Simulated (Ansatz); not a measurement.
**Down a group: atomization energies of H₂Al–N, N–GaH2**

Ansatz 0.2.0, basis cc-pVDZ; geometries are PBE0/def2-TZVP minima. Wave-function levels freeze the cores with the filled d shells of p-block atoms; HF, MP2 and coupled cluster are restricted for singlets and unrestricted otherwise, atoms included (their steps beyond CCSDT(Q) come from restricted open-shell runs), restricted open-shell where a d shell is frozen. The reference is CCSDT(Q) or CCSDTQ (coupled cluster only where its series has nearly closed). An error is the level's value less the reference. None of these values is a measured one. Energies are electronic, without zero-point terms. No spin–orbit coupling and no scalar relativity. The set is small: it underbinds, by tens of kJ/mol for each bond, so near ties and functionals' places can change in larger sets. The species are chosen: bound, without strong static correlation by their natural occupations or amplitudes, in their lowest spin state as far as vertical gaps and like structures tell, and with a ladder that closes on the reference, so errors are smaller than for species at large; levels whose determinant breaks symmetry or spin markedly are left out.

```csv
species,bonds (Å),quantity,symmetry of the states,reference,value (kcal/mol),error CCSD,error CCSD(T),error CCSDT
"H2Al–N, triplet","N–Al 1.882, Al–H 1.583, angles at Al 118/124°",atomization,A2,CCSDT(Q),163.6,-1.6,-0.4,-0.1
"N–GaH2, triplet","N–Ga 1.923, Ga–H 1.565, angles at Ga 118/125°",atomization,A2,CCSDTQ,147.5,-2.1,-0.5,-0.2
```

The reference falls from Al to Ga, by 16.1 kcal/mol in all.
